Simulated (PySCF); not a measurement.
Zinc-blende GaN (metastable phase) was calculated with Hartree–Fock (GTH pseudopotentials, Gaussian basis, DZ basis; PySCF).

The same calculation (at a fixed cell, not relaxed at this level and not confirmed as the measured one, 11.566 Å³/atom) with different numerical settings:

```csv
run,k mesh,gap on the mesh (eV),total energy (eV/atom)
1,2×2×2,11.972,-1170.6065
2,3×3×3,11.007,-1170.8063
3,4×4×4,10.625,-1170.7795
```

In the column total energy (eV/atom) the first row differs from the last by +0.1730 and the next to last by -0.0268.

The last row is no converged limit: other settings stay fixed.

Spin–orbit coupling is not included.
